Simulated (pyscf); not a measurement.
Single points on ωB97X-D3(BJ)/def2-SVP structures (PySCF, gas phase).

Q: For H₃Si–Si(SiH₃)(SiH₃)–Cl (SMILES [SiH3][Si]([SiH3])([SiH3])Cl) + CH₃• (SMILES [CH3]) → •H₂Si–Si(SiH₃)(SiH₃)–Cl (SMILES [SiH2][Si]([SiH3])([SiH3])Cl) + CH₄ (SMILES C), a hydrogen abstraction (doublet surface; H–Si broken, C–H formed), PBE/def2-TZVP gives ΔE‡ = 1.1 kcal/mol and ΔE = -22.9 kcal/mol (zero: the separated reactants). In which direction and how far do B3LYP-D3(BJ)/def2-TZVP, M06-2X/def2-TZVP, ωB97M-D3(BJ)/def2-TZVP move these?

A: B3LYP-D3(BJ): ΔE‡ = 3.3 kcal/mol, ΔE = -19.9 kcal/mol; M06-2X: ΔE‡ = 6.0 kcal/mol, ΔE = -21.8 kcal/mol; ωB97M-D3(BJ): ΔE‡ = 6.1 kcal/mol, ΔE = -19.3 kcal/mol. PBE's barrier lies under all of them, by 2.2 to 5.0 kcal/mol. Its reaction energy lies under all of them, by 1.0 to 3.5 kcal/mol. •H₂Si–Si(SiH₃)(SiH₃)–Cl lies 6.3 kcal/mol over its isomer H₃Si–Si•(SiH₃)–SiH₂–Cl (electronic energy, ωB97M-D3(BJ)/def2-TZVP). One saddle was located; it need not be the lowest between these sides. The angle at the transferred H is 164°.
